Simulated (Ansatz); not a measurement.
# 2H-SiC: elastic constant C12 by level of theory

No measured value is used here.

```json
[
 {"level (code)": "LDA (Ansatz)", "value (GPa)": "115", "cell (Å³/atom)": "10.14"},
 {"level (code)": "PBE (Ansatz)", "value (GPa)": "102", "cell (Å³/atom)": "10.50"},
 {"level (code)": "HSE06 (Ansatz)", "value (GPa)": "[?]", "cell (Å³/atom)": "10.28"}
]
```

What belongs in the gaps?


- HSE06 (Ansatz, an electronic-structure program), value (GPa): 113

Each level is taken at its own relaxed cell. K meshes differ between the levels. Ansatz's density-functional and Hartree–Fock values are scalar-relativistic unless marked +SOC, with PAW data made under PBE.
